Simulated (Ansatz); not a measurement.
Geometry optimisation, RKS PBE0-D4/6-31G* in Ansatz.

input.yaml

```yaml
crystal:
  periodic: [false, false, false]
  atoms:
    - { symbol: B, position_ang: [-0.002701, 0.631411, -0.23311] }
    - { symbol: H, position_ang: [0.057593, -0.625187, 1.810554] }
    - { symbol: C, position_ang: [1.39191, 0.106142, -0.730406] }
    - { symbol: H, position_ang: [1.513397, -0.963469, -0.520351] }
    - { symbol: H, position_ang: [1.435027, 0.1989, -1.82496] }
    - { symbol: H, position_ang: [2.258458, 0.636559, -0.315285] }
    - { symbol: H, position_ang: [-1.030726, 0.075523, -0.507087] }
    - { symbol: O, position_ang: [-0.159793, 1.793405, 0.497775] }
    - { symbol: H, position_ang: [0.693381, 2.213602, 0.666948] }
    - { symbol: H, position_ang: [-0.089346, 0.063614, 1.888122] }
basis:
  gaussian: { orbitals: "6-31G*" }
hamiltonian:
  xc: pbe0
  dispersion: d4
relax:
  f_tol: 0.03
  max_steps: 50
output:
  orbitals: {}
```

Launched with:

```bash
$ ansatz run input.yaml --threads 1 --pin off --max-ram 2048MiB --backend cpu --events-out ev --progress --plain --runs-dir out
```

Question: Where does it end, and by what steps?

Answer: The run converged. The force dipped under the threshold on the way, but the program's further checks kept it going. After 22 steps the energy has fallen by 0.221 eV; H2 moved furthest, 1.31 Å.

| step | energy less start (eV) | largest force component (eV/Å) | accepted |
| --- | --- | --- | --- |
| 0 | 0.0000 | 1.570 | yes |
| 1 | -0.1306 | 0.432 | yes |
| 2 | -0.1787 | 0.341 | yes |
| 3 | -0.1981 | 0.359 | yes |
| 4 | -0.2007 | 0.394 | yes |
| 5 | -0.2052 | 0.109 | yes |
| 6 | -0.2041 | 0.218 | no |
| 7 | -0.2068 | 0.041 | yes |
| 8 | -0.2091 | 0.166 | yes |
| 9 | -0.2073 | 0.491 | no |
| 10 | -0.2087 | 0.111 | no |
| 11 | -0.2108 | 0.029 | yes |
| 12 | -0.2123 | 0.127 | yes |
| 13 | -0.2132 | 0.189 | yes |
| 14 | -0.2147 | 0.143 | yes |
| 15 | -0.2168 | 0.119 | yes |
| 16 | -0.2179 | 0.110 | yes |
| 17 | -0.2186 | 0.152 | yes |
| 18 | -0.2194 | 0.070 | yes |
| 19 | -0.2200 | 0.022 | yes |
| 20 | -0.2204 | 0.032 | yes |
| 21 | -0.2204 | 0.099 | yes |
| 22 | -0.2207 | 0.021 | yes |

```xyz
10
Properties=species:S:1:pos:R:3
B 0.002 0.726 -0.618
H 0.088 -0.503 3.112
C 1.427 0.189 -1.009
H 1.435 -0.908 -0.952
H 1.652 0.429 -2.056
H 2.250 0.565 -0.389
H -0.980 0.427 -1.244
O -0.228 1.545 0.441
H 0.590 1.762 0.909
H -0.169 -0.102 2.539
```

Time of the run: 40 s on 1 thread of Arm Neoverse V2, on a shared host, peak memory 0.13 GiB.
